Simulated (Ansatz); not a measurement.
A run for Ansatz (an electronic-structure program): R-BHLYP/def2-TZVPPD on H2O (SMILES O). Files ending in .json are basis or fitting sets from the Basis Set Exchange.

Ansatz 0.2 input:
```yaml
crystal:
  periodic: [false, false, false]
  atoms:
    - {symbol: O, position_ang: [-1.52438989, -0.04361803, 0.00486898]}
    - {symbol: H, position_ang: [-1.84438689, 0.85921797, -0.01656202]}
    - {symbol: H, position_ang: [-0.56467289, 0.05456297, 0.00014598]}
basis:
  gaussian:
    orbitals: def2-TZVPPD.json
hamiltonian:
  xc: {name: BHLYP}
scf: {lower_state_search: off}
```

The head of its log:

```
WARN ansatz: RAYON_NUM_THREADS=1 ignored (pool sized by the plan → 1); use --threads N
Functional definition: BHLYP
these checks for a lower state are left out or cut short: stability, starts, cluster_reference, orbital_swaps, neighbouring_geometries, increment
integrals: 0.01 GiB planned
325 factors; their error is unknown
mean field: 0.12 GiB planned
mean field evaluation 1: about -2076.4121 eV, gradient 4.5e1 eV
mean field evaluation 2: about -2074.7067 eV, gradient 5.5e1 eV
```

Q: Give the final energy of this run.

A: -76.4251 hartree.
